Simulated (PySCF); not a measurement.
Excitations are Tamm–Dancoff values on a coarser integration grid. The basis has no diffuse functions, so Rydberg states are missing or too high.

Z-matrix (Å, degrees):
```
C
O 1 1.1942
O 1 1.3351 2 125.15
H 3 0.9692 1 107.28 2 0.01
H 1 1.0991 2 125.10 3 -179.98
```
Charge 0, multiplicity 1.

Question: Give the total energy, S1–T1 gap (TDA), dipole moment, LUMO, S1 excitation (TDA), S1 oscillator strength, brightest of the four lowest singlets (TDA) and T1 excitation (TDA) at the level PySCF with TPSSh-D3(BJ)/def2-TZVP // PBE0-D3(BJ)/def2-TZVP.

Answer: 
| Quantity | Value |
|---|---|
| total energy | -5165.99 eV |
| S1–T1 gap (TDA) | 0.62 eV |
| dipole moment | 1.54 D |
| LUMO | -0.62 eV |
| S1 excitation (TDA) | 6.03 eV |
| S1 oscillator strength | 0.001 |
| brightest of the four lowest singlets (TDA) | 9.11 eV |
| T1 excitation (TDA) | 5.41 eV |
